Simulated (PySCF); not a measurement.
Compound: CH6B2.
SMILES: `BBC`

Theory: EOM-IP-CCSD/aug-cc-pVDZ in PySCF, restricted Hartree–Fock reference, 3 core orbitals frozen, non-relativistic, gas phase, PBE0-D3(BJ)/def2-SVP geometry.

Hartree–Fock orbital energies give these Koopmans values (eV): HOMO 11.21, HOMO-1 12.78, HOMO-2 13.10, HOMO-3 14.80, HOMO-4 15.12, HOMO-5 16.63, HOMO-6 19.56.

**Question.** What vertical ionisation energies does EOM-IP-CCSD give?

**Answer.** 
| leading hole (HF orbital) | Koopmans (eV) | EOM-IP-CCSD (eV) | change (eV) | one-hole share |
| --- | --- | --- | --- | --- |
| HOMO | 11.21 | 10.51 | -0.70 | 0.96 |
| HOMO-1 | 12.78 | 11.96 | -0.82 | 0.95 |
| HOMO-2 | 13.10 | 12.54 | -0.56 | 0.95 |
| HOMO-3 | 14.80 | 14.09 | -0.71 | 0.95 |
| HOMO-4 | 15.12 | 14.27 | -0.85 | 0.95 |
| HOMO-5 | 16.63 | 15.56 | -1.07 | 0.93 |
| HOMO-6 | 19.56 | 17.86 | -1.70 | 0.88 |

**Question.** Does the order of the lines follow the orbital energies?

**Answer.** Yes, no two lines change places. The corrections run from -1.70 to -0.56 eV, with a mean of -0.92 eV over the 7 lines; no line lies above its Koopmans value.

**Question.** At what kinetic energies would He II light (40.81 eV) eject these electrons?

**Answer.** 30.30 eV (HOMO), 28.85 eV (HOMO-1), 28.27 eV (HOMO-2), 26.72 eV (HOMO-3), 26.54 eV (HOMO-4), 25.25 eV (HOMO-5), 22.95 eV (HOMO-6).

**Question.** What total energy has the lowest final state, and which wavelength reaches it?

**Answer.** E(CCSD) + ionisation energy = -91.06190 + 0.38612 = -90.67578 Eh, at the geometry of the initial state. The threshold wavelength is 1239.84 eV nm/10.51 eV = 118.0 nm.

One root was sought for each valence orbital with −ε under 21 eV, eight at most, so deeper holes and satellites are missing; no vibrational structure.
